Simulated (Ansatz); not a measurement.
# BClH2O: the cost of one run

All numbers below are computed with Ansatz 0.2.0 (RKS PBE0/cc-pVDZ).

### 1 The system as given

Bond lengths: B1–H2 1.190 Å, B1–O3 1.410 Å, O3–H4 1.010 Å, B1–Cl5 1.860 Å. Angles: H2–B1–O3 120.0°, H2–B1–Cl5 120.0°, O3–B1–Cl5 120.0°, B1–O3–H4 109.5°.

Structure file:

```xyz
5

B     0.0000    0.0000    0.0000
H     0.0000    0.0000    1.1900
O     1.2211    0.0000   -0.7050
H     1.5209   -0.9519   -0.8599
Cl   -1.6108    0.0000   -0.9300
```

### 2 Preparing the start

input.yaml

```yaml
crystal:
  periodic: [false, false, false]
  atoms:
    - { symbol: B, position_ang: [0.0, 0.0, 0.0] }
    - { symbol: H, position_ang: [0.0, 0.0, 1.19] }
    - { symbol: O, position_ang: [1.2211, 0.0, -0.705] }
    - { symbol: H, position_ang: [1.5209, -0.9519, -0.8599] }
    - { symbol: Cl, position_ang: [-1.6108, 0.0, -0.93] }
basis:
  gaussian: { orbitals: cc-pVDZ }
hamiltonian:
  xc: pbe0
relax:
  f_tol: 0.02
  max_steps: 40
output:
  orbitals: {}
```

The run is started by

```sh
$ ansatz run input.yaml --threads 1 --pin off --max-ram 2048MiB --backend cpu --events-out ev --progress --plain --runs-dir out
```

**Question.** How long does this run take on 1 thread of Arm Neoverse V1, shared host, and how much memory does it need?

About 19 s, with a peak of 0.12 GiB.
